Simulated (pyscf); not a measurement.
`[CH2]=[O]` + `[CH3]` [doublet] → `[CH2][O][CH3]` [doublet], an addition (doublet surface; none broken, C–O formed). PySCF, gas phase, ωB97X-D3(BJ)/def2-SVP geometries. Correlated levels are frozen-core, on RHF or UHF. ΔMP2 is the change of the MP2 total energy from the triple- to the quadruple-zeta basis. Energies in kcal/mol from the separated reactants.

Small-basis levels: PySCF, no dispersion term, spherical d functions. Open shells are spin-unrestricted. 

Task: In single points MP2/6-31G* puts the saddle at 29.4 kcal/mol and the reaction energy at -10.0 kcal/mol. Should these be trusted to within a few kcal/mol? Compare with CCSD(T)/def2-TZVPP + ΔMP2(QZVPP).

Result: CCSD(T)/def2-TZVPP + ΔMP2(QZVPP) gives ΔE‡ = 17.7 kcal/mol and ΔE = -12.6 kcal/mol. MP2/6-31G* lies 11.7 kcal/mol over it in the barrier and 2.6 kcal/mol over it in the reaction energy, so on this step it does not hold to within 3.0 kcal/mol. CCSD(T)/def2-TZVPP + ΔMP2(QZVPP) has limits of its own. •H₂C–O–CH₃ lies 12.9 kcal/mol over its isomer H₃C–CH•–OH (electronic energy, ωB97M-D3(BJ)). One saddle was located; it need not be the lowest between these sides. The CCSD(T) − MP2 part came from Ansatz, without density fitting, on the same reference. A UHF reference is spin-contaminated (<S²> up to 1.01), which harms MP2 most.
